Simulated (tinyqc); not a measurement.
G0W0 on RHF in the sto-6g basis, for OH-, spin multiplicity 1, step by step. The basis has no diffuse functions, so it cannot describe the extra electron: this is an exercise in the method, not the real anion. One step of it, computed by the program tinyqc.

Problem. G0W0 on Hartree-Fock: HOMO. W(p,q,m) = sqrt2 sum_ia (pq|ia) (X+Y)_ia,m; Sigma_c(x) = sum_(i,m) W^2/(x - e_i + w_m) + sum_(a,m) W^2/(x - e_a - w_m); solve x = e_p + Sigma_c(x) by Newton steps; Z = 1/(1 - dSigma/dx); 1 hartree = 27.211386 eV.

orbital energies (hartree): MO1 -19.600425, MO2 -0.638443, MO3 0.071389, MO4 0.259344, MO5 0.259344, MO6 1.397010

Two-electron integrals over orbitals (pq|rs), unique and non-zero (hartree):
```
(11|11) 4.760061    (21|11) -0.417439   (21|21) 0.059071    (22|11) 0.999027
(22|21) -0.012673   (22|22) 0.741586    (31|11) -0.235140   (31|21) 0.030835
(31|22) -0.017347   (31|31) 0.029653    (32|11) 0.177595    (32|21) -0.010967
(32|22) -0.015597   (32|31) 0.011342    (32|32) 0.145415    (33|11) 0.933195
(33|21) -0.012076   (33|22) 0.667418    (33|31) 0.005264    (33|32) 0.062833
(33|33) 0.728713    (41|41) 0.026775    (42|41) 0.031581    (42|42) 0.138670
(43|41) 0.016496    (43|42) 0.057208    (43|43) 0.058837    (44|11) 1.117059
(44|21) -0.011278   (44|22) 0.740548    (44|31) -0.005990   (44|32) 0.089082
(44|33) 0.696840    (44|44) 0.880663    (51|51) 0.026775    (52|51) 0.031581
(52|52) 0.138670    (53|51) 0.016496    (53|52) 0.057208    (53|53) 0.058837
(54|54) 0.047461    (55|11) 1.117059    (55|21) -0.011278   (55|22) 0.740548
(55|31) -0.005990   (55|32) 0.089082    (55|33) 0.696840    (55|44) 0.785741
(55|55) 0.880663    (61|11) 0.211603    (61|21) -0.033568   (61|22) -0.004602
(61|31) -0.001681   (61|32) 0.024097    (61|33) 0.019407    (61|44) 0.004964
(61|55) 0.004964    (61|61) 0.037724    (62|11) -0.283013   (62|21) 0.005634
(62|22) -0.121919   (62|31) 0.018445    (62|32) -0.002840   (62|33) -0.035154
(62|44) -0.140485   (62|55) -0.140485   (62|61) 0.014063    (62|62) 0.113382
(63|11) 0.230803    (63|21) -0.003609   (63|22) 0.056948    (63|31) 0.005452
(63|32) 0.106136    (63|33) 0.097542    (63|44) 0.123221    (63|55) 0.123221
(63|61) 0.010089    (63|62) -0.052281   (63|63) 0.131736    (64|41) -0.013158
(64|42) -0.049719   (64|43) 0.000475    (64|64) 0.039991    (65|51) -0.013158
(65|52) -0.049719   (65|53) 0.000475    (65|65) 0.039991    (66|11) 0.959430
(66|21) -0.009931   (66|22) 0.702609    (66|31) -0.019855   (66|32) -0.053397
(66|33) 0.650906    (66|44) 0.666342    (66|55) 0.666342    (66|61) -0.011073
(66|62) -0.088888   (66|63) 0.016888    (66|66) 0.734072
```

excitation energies w (hartree): [1.215019, 1.215019, 1.552805, 2.260618, 21.072757]

X + Y, order 1>6, 2>6, 3>6, 4>6, 5>6:
$$\begin{pmatrix}
0.000000 & 0.000000 & -0.002151 & -0.002342 & 0.998211 \\
0.000000 & 0.000000 & 0.147001 & 0.941038 & 0.000260 \\
0.000000 & 0.000000 & 0.916308 & -0.098321 & 0.000121 \\
0.053535 & 0.966163 & 0.000000 & 0.000000 & 0.000000 \\
0.966163 & -0.053535 & 0.000000 & 0.000000 & 0.000000
\end{pmatrix}$$

Give: The 12 largest terms at x = e_p; Newton steps; quasiparticle energy of the HOMO; Hartree-Fock value.

Solution.

The 12 largest terms at x = e_p (hartree; W for the signs of X + Y given):
```
q  m          W       term
5  4    -0.2041     0.0184
5  3     0.1305     0.0110
2  1    -0.0679     0.0022
6  1     0.0546    -0.0013
1  1    -0.0180   1.53e-05
2  2     0.0038   6.71e-06
6  2    -0.0030  -3.90e-06
5  5     0.0070   2.31e-06
3  1     0.0006   3.01e-07
1  2     0.0010   4.71e-08
3  2  -3.60e-05   9.23e-10
```

Newton steps (hartree):
```
step       x  Sigma_c(x)       Z
0     0.2593      0.0303  0.9835
1     0.2892      0.0298  0.9840
2     0.2892      0.0298  0.9840
```

quasiparticle energy of the HOMO = 7.8689 eV

Hartree-Fock value = 7.0571 eV
